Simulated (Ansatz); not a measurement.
in.yaml

```yaml
crystal:
  periodic: [false, false, false]
  atoms:
    - {symbol: Ru, position_ang: [0.000000, 0.000000, 0.000000]}
    - {symbol: O, position_ang: [0.000000, 0.000000, 1.666400]}
basis:
  gaussian: {orbitals: def2-SVP}
total_charge: 1
magnetization: {spin_polarized: false, initial_magnetization: 3}
correlation: {active_space: {ras: {orbitals: [5, 3, 32], electrons: 13, max_holes: 2, max_particles: 2}, fixed_orbitals: true}}
scf: {lower_state_search: off}
```

```sh
$ ansatz run in.yaml --threads 1 --pin off --events-out ev --progress --plain --max-ram 2393MiB
```

Roughly how long does this take on 1 thread of Arm Neoverse V2, shared host, and how much host memory?

11 s wall and 0.15 GiB.

```
these checks for a lower state are left out or cut short: stability, starts, cluster_reference, orbital_swaps, neighbouring_geometries, increment
462 factors; integrals over basis functions are off by at most 1.6e-3 eV
mean field evaluation 1: about -4578.1668 eV, gradient 5.9e1 eV
mean field evaluation 2: about -4578.3179 eV, gradient 5.9e1 eV
mean field evaluation 4: about -4584.9038 eV, gradient 1.7e1 eV
mean field evaluation 8: about -4585.6898 eV, gradient 9.0e-1 eV
mean field evaluation 16: about -4585.7157 eV, gradient 7.9e-2 eV
mean field -4585.71578982 eV, -168.5219469660 hartree, gradient 3.0e-6 eV, S^2 3.750000; 0 other end points of the search recorded, 0 dependent functions left out
reference -4585.71578982 eV, -168.5219469660 hartree; 13, 10 occupied and 32, 35 virtual orbitals, 462 factors
state -4594.99295003 eV, -168.8628763155 hartree
Total energy: -4594.99295003 eV, -168.8628763155 hartree
Checks for a lower state left out: stability, starts, cluster_reference, orbital_swaps, neighbouring_geometries, increment
```

Natural occupations: 1.9843 1.9830 1.9602 1.9602 1.9306 1.0128 1.0128 0.9943 0.0642 0.0138 0.0138 0.0093 0.0051 0.0043 0.0041 0.0041 0.0039 0.0037 0.0037 0.0033 0.0032 0.0028 0.0028 0.0028.
